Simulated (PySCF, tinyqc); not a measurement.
Inside a calculation. Method: RHF in the sto-3g basis, for BH2+, spin multiplicity 1. The lowest restricted solution is unstable here: a spin-polarised one lies 0.0186 hartree lower (PySCF). One step of it, computed by the program tinyqc.

Task: Iteration 1: building the Fock matrix. J_ij = sum D_kl (ij|kl), K_ij = sum D_kl (ik|jl); F = H + J - 0.5 K; E = tr D H + tr D J / 2 - 0.25 tr D K + E_nn.

D at the start, order 1B 1s, 1B 2s, 1B 2px, 1B 2py, 1B 2pz, 2H 1s, 3H 1s:
```
[[1.863368, -0.475655, 0.000000, 0.000000, 0.009440, -0.028957, -0.028957],
 [-0.475655, 1.778785, 0.000000, 0.000000, -0.029931, 0.106675, 0.106675],
 [0.000000, 0.000000, 0.274571, 0.000000, 0.000000, 0.000000, 0.000000],
 [0.000000, 0.000000, 0.000000, 0.247307, 0.000000, 0.041514, -0.041514],
 [0.009440, -0.029931, 0.000000, 0.000000, 0.263903, 0.023575, 0.023575],
 [-0.028957, 0.106675, 0.000000, 0.041514, 0.023575, 0.830360, 0.014854],
 [-0.028957, 0.106675, 0.000000, -0.041514, 0.023575, 0.014854, 0.830360]]
```

core Hamiltonian H = T + V (hartree), order 1B 1s, 1B 2s, 1B 2px, 1B 2py, 1B 2pz, 2H 1s, 3H 1s:
```
[[-12.950585, -3.356871, 0.000000, 0.000000, -0.009845, -0.281262, -0.281262],
 [-3.356871, -4.039138, 0.000000, 0.000000, -0.097908, -0.877816, -0.877816],
 [0.000000, 0.000000, -3.205608, 0.000000, 0.000000, 0.000000, 0.000000],
 [0.000000, 0.000000, 0.000000, -3.288002, 0.000000, -0.780684, 0.780684],
 [-0.009845, -0.097908, 0.000000, 0.000000, -3.237586, -0.496631, -0.496631],
 [-0.281262, -0.877816, 0.000000, -0.780684, -0.496631, -2.222902, -0.086987],
 [-0.281262, -0.877816, 0.000000, 0.780684, -0.496631, -0.086987, -2.222902]]
```

Two-electron integrals (ij|kl) in chemists' order, unique and non-zero (hartree):
```
(11|11) 2.923513    (21|11) 0.518376    (21|21) 0.109262    (22|11) 0.744229
(22|21) 0.193177    (22|22) 0.544804    (31|31) 0.020264    (32|31) 0.029996
(32|32) 0.120346    (33|11) 0.742491    (33|21) 0.193240    (33|22) 0.544682
(33|33) 0.586773    (41|41) 0.020264    (42|41) 0.029996    (42|42) 0.120346
(43|43) 0.031630    (44|11) 0.742491    (44|21) 0.193240    (44|22) 0.544682
(44|33) 0.523513    (44|44) 0.586773    (51|51) 0.020264    (52|51) 0.029996
(52|52) 0.120346    (53|53) 0.031630    (54|54) 0.031630    (55|11) 0.742491
(55|21) 0.193240    (55|22) 0.544682    (55|33) 0.523513    (55|44) 0.523513
(55|55) 0.586773    (61|11) 0.042648    (61|21) 0.008959    (61|22) 0.015907
(61|33) 0.015843    (61|41) 0.000531    (61|42) 0.000988    (61|44) 0.015988
(61|51) 0.000331    (61|52) 0.000615    (61|54) 0.000090    (61|55) 0.015899
(61|61) 0.000756    (62|11) 0.130846    (62|21) 0.034652    (62|22) 0.111505
(62|33) 0.108122    (62|41) 0.003173    (62|42) 0.021450    (62|44) 0.115349
(62|51) 0.001977    (62|52) 0.013363    (62|54) 0.004502    (62|55) 0.110927
(62|61) 0.003029    (62|62) 0.035847    (63|31) 0.003021    (63|32) 0.015116
(63|43) 0.003734    (63|53) 0.002326    (63|63) 0.003309    (64|11) 0.115385
(64|21) 0.030901    (64|22) 0.104673    (64|33) 0.099423    (64|41) 0.005324
(64|42) 0.032736    (64|44) 0.112768    (64|51) 0.001435    (64|52) 0.010977
(64|54) 0.005988    (64|55) 0.101704    (64|61) 0.002791    (64|62) 0.038965
(64|64) 0.044797    (65|11) 0.071883    (65|21) 0.019251    (65|22) 0.065210
(65|33) 0.061939    (65|41) 0.001435    (65|42) 0.010977    (65|44) 0.065601
(65|51) 0.003914    (65|52) 0.021954    (65|54) 0.006015    (65|55) 0.068012
(65|61) 0.001739    (65|62) 0.024275    (65|64) 0.025847    (65|65) 0.019411
(66|11) 0.314106    (66|21) 0.084542    (66|22) 0.308468    (66|33) 0.292778
(66|41) 0.007731    (66|42) 0.072264    (66|44) 0.326351    (66|51) 0.004817
(66|52) 0.045019    (66|54) 0.020915    (66|55) 0.305808    (66|61) 0.007423
(66|62) 0.138333    (66|64) 0.161656    (66|65) 0.100709    (66|66) 0.774606
(71|11) 0.042648    (71|21) 0.008959    (71|22) 0.015907    (71|33) 0.015843
(71|41) -0.000531   (71|42) -0.000988   (71|44) 0.015988    (71|51) 0.000331
(71|52) 0.000615    (71|54) -0.000090   (71|55) 0.015899    (71|61) 0.000726
(71|62) 0.002788    (71|64) 0.002399    (71|65) 0.001614    (71|66) 0.006807
(71|71) 0.000756    (72|11) 0.130846    (72|21) 0.034652    (72|22) 0.111505
(72|33) 0.108122    (72|41) -0.003173   (72|42) -0.021450   (72|44) 0.115349
(72|51) 0.001977    (72|52) 0.013363    (72|54) -0.004502   (72|55) 0.110927
(72|61) 0.002788    (72|62) 0.021335    (72|64) 0.017992    (72|65) 0.014229
(72|66) 0.060774    (72|71) 0.003029    (72|72) 0.035847    (73|31) 0.003021
(73|32) 0.015116    (73|43) -0.003734   (73|53) 0.002326    (73|63) 0.001710
(73|73) 0.003309    (74|11) -0.115385   (74|21) -0.030901   (74|22) -0.104673
(74|33) -0.099423   (74|41) 0.005324    (74|42) 0.032736    (74|44) -0.112768
(74|51) -0.001435   (74|52) -0.010977   (74|54) 0.005988    (74|55) -0.101704
(74|61) -0.002399   (74|62) -0.017992   (74|64) -0.014164   (74|65) -0.011845
(74|66) -0.051162   (74|71) -0.002791   (74|72) -0.038965   (74|74) 0.044797
(75|11) 0.071883    (75|21) 0.019251    (75|22) 0.065210    (75|33) 0.061939
(75|41) -0.001435   (75|42) -0.010977   (75|44) 0.065601    (75|51) 0.003914
(75|52) 0.021954    (75|54) -0.006015   (75|55) 0.068012    (75|61) 0.001614
(75|62) 0.014229    (75|64) 0.011845    (75|65) 0.010986    (75|66) 0.041805
(75|71) 0.001739    (75|72) 0.024275    (75|74) -0.025847   (75|75) 0.019411
(76|11) 0.011696    (76|21) 0.003106    (76|22) 0.010226    (76|33) 0.009906
(76|44) 0.010150    (76|51) 0.000304    (76|52) 0.002132    (76|55) 0.010612
(76|61) 0.000263    (76|62) 0.002714    (76|64) 0.002596    (76|65) 0.002012
(76|66) 0.009232    (76|71) 0.000263    (76|72) 0.002714    (76|74) -0.002596
(76|75) 0.002012    (76|76) 0.000285    (77|11) 0.314106    (77|21) 0.084542
(77|22) 0.308468    (77|33) 0.292778    (77|41) -0.007731   (77|42) -0.072264
(77|44) 0.326351    (77|51) 0.004817    (77|52) 0.045019    (77|54) -0.020915
(77|55) 0.305808    (77|61) 0.006807    (77|62) 0.060774    (77|64) 0.051162
(77|65) 0.041805    (77|66) 0.185396    (77|71) 0.007423    (77|72) 0.138333
(77|74) -0.161656   (77|75) 0.100709    (77|76) 0.009232    (77|77) 0.774606
```

nuclear repulsion = 3.33291146 hartree

Give: Coulomb J; exchange K; Fock matrix F; total energy of this density.

Result:

Coulomb J (hartree), order 1B 1s, 1B 2s, 1B 2px, 1B 2py, 1B 2pz, 2H 1s, 3H 1s:
```
[[7.4605, 1.5186, 0.0000, 0.0000, 0.0080, 0.1253, 0.1253],
 [1.5186, 3.1819, 0.0000, 0.0000, 0.0777, 0.6797, 0.6797],
 [0.0000, 0.0000, 3.1505, 0.0000, 0.0000, 0.0000, 0.0000],
 [0.0000, 0.0000, 0.0000, 3.2101, 0.0000, 0.6485, -0.6485],
 [0.0080, 0.0777, 0.0000, 0.0000, 3.1736, 0.4125, 0.4125],
 [0.1253, 0.6797, 0.0000, 0.6485, 0.4125, 2.1562, 0.0620],
 [0.1253, 0.6797, 0.0000, -0.6485, 0.4125, 0.0620, 2.1562]]
```

exchange K (hartree), order 1B 1s, 1B 2s, 1B 2px, 1B 2py, 1B 2pz, 2H 1s, 3H 1s:
```
[[5.1650, 0.9354, 0.0000, 0.0000, 0.0046, 0.0854, 0.0854],
 [0.9354, 1.1920, 0.0000, 0.0000, 0.0460, 0.3682, 0.3682],
 [0.0000, 0.0000, 0.4131, 0.0000, 0.0000, 0.0000, 0.0000],
 [0.0000, 0.0000, 0.0000, 0.4921, 0.0000, 0.2247, -0.2247],
 [0.0046, 0.0460, 0.0000, 0.0000, 0.4435, 0.1439, 0.1439],
 [0.0854, 0.3682, 0.0000, 0.2247, 0.1439, 0.7694, 0.0650],
 [0.0854, 0.3682, 0.0000, -0.2247, 0.1439, 0.0650, 0.7694]]
```

Fock matrix F (hartree), order 1B 1s, 1B 2s, 1B 2px, 1B 2py, 1B 2pz, 2H 1s, 3H 1s:
```
[[-8.0726, -2.3059, 0.0000, 0.0000, -0.0041, -0.1987, -0.1987],
 [-2.3059, -1.4532, 0.0000, 0.0000, -0.0432, -0.3822, -0.3822],
 [0.0000, 0.0000, -0.2617, 0.0000, 0.0000, 0.0000, 0.0000],
 [0.0000, 0.0000, 0.0000, -0.3239, 0.0000, -0.2445, 0.2445],
 [-0.0041, -0.0432, 0.0000, 0.0000, -0.2857, -0.1560, -0.1560],
 [-0.1987, -0.3822, 0.0000, -0.2445, -0.1560, -0.4514, -0.0574],
 [-0.1987, -0.3822, 0.0000, 0.2445, -0.1560, -0.0574, -0.4514]]
```

total energy of this density = -22.408443 hartree

This density is the starting one; it is not idempotent, so its energy is not variational and may lie below the converged one.
